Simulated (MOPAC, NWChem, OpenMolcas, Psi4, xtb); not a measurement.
**A ladder of methods for CH4Si (SMILES C[SiH])**

CH4Si, singlet, SMILES `C[SiH]`. Each level relaxes the structure for itself.

Quantity: the zero-point energy at each level's own minimum, in kJ/mol. The values are calculated.

```
                             level            kind     program  value (kJ/mol)
                               PM3  semi-empirical       MOPAC           109.4
                             MNDOD  semi-empirical       MOPAC           117.2
                          PM6-D3H4  semi-empirical       MOPAC           100.1
                          GFN2-xTB  semi-empirical         xtb           110.1
                          HF/3-21G    Hartree–Fock  OpenMolcas           118.0
   HF/6-31G* (Cartesian functions)    Hartree–Fock  OpenMolcas           117.9
                        HF/cc-pVTZ    Hartree–Fock  OpenMolcas           115.4
                     BP86/def2-SVP             GGA      NWChem           105.3
   BP86/def2-SVP (density fitting)             GGA        Psi4           105.4
B3LYP/6-31G* (spherical functions)   global hybrid      NWChem           110.5
```

Harmonic and unscaled. The values span 100.1 to 118.0 kJ/mol.
